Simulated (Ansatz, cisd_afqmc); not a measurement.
Species: CH2Cl, charge 0, doublet. CH2Cl (SMILES [CH2]Cl, doublet).
B3LYP-D3(BJ)/def2-TZVP minimum from Ansatz (a program for electronic structure):
```
C
H 1 1.0768
H 1 1.0768 2 124.26
Cl 1 1.6978 2 117.87 3 180.00
```
Charge 0, spin multiplicity 2.

Total energies in cc-pV(D+d)Z, 13 correlated electrons, 6 frozen orbitals. UHF or UKS for unpaired electrons; spin-orbit terms are left out. Correlated methods leave the cores frozen. No relativity. AFQMC/CISD: phaseless, guided by CISD from CCSD amplitudes; bars are statistical, one sigma. Outlying blocks are dropped, and bars are widened where a walk drifts. Over all cases where full CI ran beside it in this data, AFQMC minus full CI had a median of +0.1 mEh and passed +0.4 mEh in a tenth of the cases.

| method | program | energy (Eh) | minus CCSDT(Q) (mEh) |
|---|---|---|---|
| HF | Ansatz | -498.48864 | 296.88 |
| MP2 | Ansatz | -498.74635 | 39.18 |
| CCSD | Ansatz | -498.77726 | 8.27 |
| CCSD(T) | Ansatz | -498.78429 | 1.23 |
| CCSDT(Q) | Ansatz | -498.78553 | 0.00 |
| AFQMC/CISD | cisd_afqmc | -498.7856 ± 0.0003 | 0.0 ± 0.3 |

Rough core times of Ansatz's runs on a shared machine: CCSD(T) under 20 s, CCSDT(Q) 30 s.
